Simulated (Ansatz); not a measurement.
[BH4]- (BH4⁻). Charge -1, multiplicity 3. Geometry PBE0-D4/def2-TZVPD, that of the charge -1 singlet; atoms count from 1.

Cartesian coordinates in Å:
```
B 0.0000 0.0000 0.0000
H 0.5027 -0.9818 -0.5658
H 0.1389 1.0041 -0.7135
H 0.5655 0.1845 1.0876
H -1.2071 -0.2069 0.1917
```

The highest occupied level of the charge -1 triplet lies above zero (up to 1.74 eV). By energy differences it is unbound by 0.84 eV (vertical, to the charge 0 doublet, at PBE0-D4/def2-TZVPD) and held by the finite basis. At PBE0-D4/def2-TZVPD a singlet of charge -1 lies 5.19 eV below the triplet at the same geometry.

**Question.** Estimate the Mulliken populations from the PBE0/def2-TZVPD orbitals of Ansatz.

**Answer.** 
```tsv
atom	charge (e)	spin (α − β)
B1	-0.84	0.52
H2	-0.04	0.37
H3	-0.04	0.37
H4	-0.04	0.37
H5	-0.04	0.37
```
Mulliken values and Mayer orders depend strongly on the basis. With diffuse functions, as here, like atoms can get unlike values, and bond orders can come out too low or too high.

**Question.** Where does the spin sit?

**Answer.** Summed by element: B 0.52, H 1.48, of 2 unpaired in all. Largest on single atoms: B1 0.52, H3 0.37, H4 0.37.
